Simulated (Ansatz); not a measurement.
# One shape, several levels: AlHClO (SMILES [O][AlH][Cl])

Aim: a comparison of 6 runs (UHF/STO-3G, UB3LYP/STO-3G, UBLYP/STO-3G, UPBE0/STO-3G, UMP2/STO-3G, UCCSDT(Q)/STO-3G) of AlHClO. 

Program for the calculation: Ansatz 0.2.0.

60 further runs of the same task are left out: 7 that didn't finish, 53 set aside as unsound or not needed.

### 1 The structure to begin with

AlHClO has 4 atoms, charge 0, and is taken as a doublet. SMILES: `[O][AlH][Cl]`. The Cl3–Al2 distance was set to 5.203 Å, away from the relaxed value. At this shape a bond of the SMILES string is far longer than usual.

Bond lengths: O1–Al2 1.729 Å, Al2–H4 1.566 Å. Angles: O1–Al2–H4 118.8°.

### 2 The energy at UHF/STO-3G (run 1)

The input, in.yaml:

```yaml
crystal:
  periodic: [false, false, false]
  atoms:
    - {symbol: O, position_ang: [2.828010, -0.646498, 3.127207]}
    - {symbol: Al, position_ang: [2.655810, 0.438402, 1.792207]}
    - {symbol: Cl, position_ang: [-1.573200, -0.210600, -1.168800]}
    - {symbol: H, position_ang: [3.757110, 1.526702, 1.558807]}
basis:
  gaussian:
    orbitals: STO-3G
hamiltonian:
  xc: hf
magnetization:
  spin_polarized: true
  initial_magnetization: 1
accuracy: high
```

On the command line:

```
$ ansatz run in.yaml --threads 1 --pin off --max-ram 2610MiB --events-out events.jsonl --progress --plain --runs-dir runs
```

Output:

```text
Warning: RAYON_NUM_THREADS=1 ignored (pool sized by the plan → 1); use --threads N
Functional definition: HF
  name "HF"
  exchange = exact_x
  correlation = 0
380 factors; integrals over basis functions are off by at most 2.4e-8 eV
mean field evaluation 1: about -20890.4211 eV, gradient 1.6e1 eV
mean field evaluation 2: about -20890.4276 eV, gradient 1.6e1 eV
mean field evaluation 4: about -20892.5835 eV, gradient 6.1e0 eV
mean field evaluation 8: about -20893.3782 eV, gradient 8.2e0 eV
mean field evaluation 16: about -20896.0215 eV, gradient 2.6e-2 eV
mean field evaluation 32: about -20895.6761 eV, gradient 2.1e0 eV
mean field evaluation 64: about -20895.2629 eV, gradient 6.8e0 eV
mean field evaluation 96: about -20896.0239 eV, gradient 3.0e-2 eV
mean field evaluation 128: about -20896.0278 eV, gradient 2.2e-1 eV
mean field evaluation 160: about -20896.0280 eV, gradient 6.8e-4 eV
mean field evaluation 192: about -20895.6785 eV, gradient 1.4e0 eV
mean field evaluation 224: about -20895.5524 eV, gradient 2.0e-1 eV
mean field evaluation 256: about -20895.7908 eV, gradient 5.8e-2 eV
mean field evaluation 288: about -20896.0287 eV, gradient 3.6e-3 eV
mean field evaluation 320: about -20896.0222 eV, gradient 3.3e-2 eV
mean field evaluation 352: about -20896.0216 eV, gradient 9.8e-3 eV
mean field evaluation 384: about -20896.0258 eV, gradient 2.9e-2 eV
mean field evaluation 416: about -20895.7919 eV, gradient 1.5e-4 eV
mean field evaluation 448: about -20896.0177 eV, gradient 1.2e-1 eV
mean field evaluation 480: about -20896.0297 eV, gradient 2.2e-3 eV
mean field -20896.02968240 eV, -767.9149269907 hartree, gradient 9.7e-8 eV, S^2 1.678764; 11 other end points of the search recorded, 0 dependent functions left out
reference -20896.02968240 eV, -767.9149269907 hartree; 20, 19 occupied and 4, 5 virtual orbitals, 380 factors
Total energy: -20896.02968240 eV, -767.9149269907 hartree
```

Wall time 1.5 s (1 thread of Arm Neoverse V1, shared host).

### 3 The energy at UB3LYP/STO-3G (run 2)

in.yaml, as its differences from that of step 2:

```diff
@@ -10,4 +10,3 @@
     orbitals: STO-3G
-hamiltonian:
-  xc: hf
+accuracy: high
 magnetization:
@@ -15,2 +14,3 @@
   initial_magnetization: 1
-accuracy: high
+hamiltonian:
+  xc: {name: B3LYP}
```

On the command line:

```
$ ansatz run in.yaml --threads 1 --pin off --max-ram 2610MiB --events-out events.jsonl --progress --plain --runs-dir runs
```

Output:

```text
Warning: RAYON_NUM_THREADS=1 ignored (pool sized by the plan → 1); use --threads N
Functional definition: B3LYP
  name "B3LYP"
  parameter a0 = 0.2
  parameter ax = 0.72
  parameter ac = 0.81
  exchange = (1 - a0 - ax)*slater_x + ax*b88_x + a0*exact_x
  correlation = (1 - ac)*vwn_rpa_c + ac*lyp_c
380 factors; integrals over basis functions are off by at most 2.4e-8 eV
mean field evaluation 1: about -20928.1342 eV, gradient 1.8e1 eV
mean field evaluation 2: about -20746.7814 eV, gradient 2.6e1 eV
mean field evaluation 4: about -20929.8995 eV, gradient 1.1e1 eV
mean field evaluation 8: about -20747.8005 eV, gradient 2.4e1 eV
mean field evaluation 16: about -20934.2760 eV, gradient 9.5e-2 eV
mean field evaluation 32: about -20934.2859 eV, gradient 1.9e-8 eV
mean field evaluation 64: about -20934.2847 eV, gradient 1.3e-2 eV
mean field evaluation 96: about -20930.1851 eV, gradient 1.8e1 eV
mean field -20934.28590133 eV, -769.3208171052 hartree, gradient 1.9e-8 eV, S^2 1.092620; 10 other end points of the search recorded, 0 dependent functions left out
reference -20934.28593478 eV, -769.3208183346 hartree; 20, 19 occupied and 4, 5 virtual orbitals, 380 factors
Total energy: -20934.28593478 eV, -769.3208183346 hartree
```

Wall time 14 s (1 thread of Arm Neoverse V1, shared host); peak memory 0.14 GiB.

Runs 3 to 5 aren't shown in full; the table further down has their settings and results.

### 4 A single-point energy at UCCSDT(Q)/STO-3G (run 6)

The input, input.yaml:

```yaml
crystal:
  periodic: [false, false, false]
  atoms:
    - {symbol: O, position_ang: [2.828010, -0.646498, 3.127207]}
    - {symbol: Al, position_ang: [2.655810, 0.438402, 1.792207]}
    - {symbol: Cl, position_ang: [-1.573200, -0.210600, -1.168800]}
    - {symbol: H, position_ang: [3.757110, 1.526702, 1.558807]}
basis:
  gaussian:
    orbitals: STO-3G
magnetization:
  spin_polarized: true
  initial_magnetization: 1
correlation:
  method: ccsdt_q
  frozen_orbitals: {Al: 5, Cl: 5, H: 0, O: 1}
accuracy: high
scf:
  omitted_lower_state_checks: [cluster_reference, increment]
```

On the command line:

```
$ ansatz run input.yaml --threads 1 --pin off --max-ram 2610MiB --events-out events.jsonl --progress --plain --runs-dir runs
```

Output:

```text
Warning: RAYON_NUM_THREADS=1 ignored (pool sized by the plan → 1); use --threads N
[... 20 lines left out ...]
11 core orbitals not correlated: weight in the atoms' cores, before any rotation towards them, 1.000 or more for the frozen orbitals, at most 0.000 for the correlated occupied ones
[... 144 lines left out ...]
Total energy: -20898.39538138 eV, -768.0018648246 hartree
Checks for a lower state left out: cluster_reference, increment
```

It took 5.4 s on 1 thread of Arm Neoverse V1, shared host; peak memory 0.11 GiB.

### 5 The series

| run | level | frozen core orbitals | energy (Eh) | ⟨S²⟩ | wall time |
| --- | --- | --- | --- | --- | --- |
| 1 | UHF/STO-3G | – | -767.914927 | 1.679 | 1.5 s |
| 2 | UB3LYP/STO-3G | – | -769.320818 | 1.093 | 14 s |
| 3 | UBLYP/STO-3G | – | -769.246044 | 0.825 | 13 s |
| 4 | UPBE0/STO-3G | – | -769.000788 | 1.179 | 16 s |
| 5 | UMP2/STO-3G | 11 | -767.953392 | 1.679 | 1.9 s |
| 6 | UCCSDT(Q)/STO-3G | 11 | -768.001865 | 1.679 | 5.4 s |

### 6 Summary of results

```
                                           quantity          value
                                run 6: total energy  -768.00186 Eh
run 6: correlation energy (11 core orbitals frozen)      -86.9 mEh
           run 6: ⟨S²⟩ of the reference determinant          1.679
                               run 6: T1 diagnostic          0.112
```

Below the UHF energy at the same shape and in the same basis (STO-3G): UMP2 -38.5 mEh; UCCSDT(Q) -86.9 mEh. Totals of different functionals can't be ranked against each other. In runs 1, 2, 3, 4, 5, 6 the basis is minimal, so the values are rough. Spin contamination of the reference: run 1 ⟨S²⟩ = 1.68, run 5 ⟨S²⟩ = 1.68, run 6 ⟨S²⟩ = 1.68, run 4 ⟨S²⟩ = 1.18, run 2 ⟨S²⟩ = 1.09. Where it is this large, the reference is a mixture of spin states, and values that rest on it are in doubt. All runs together took 51 s, the longest 16 s.
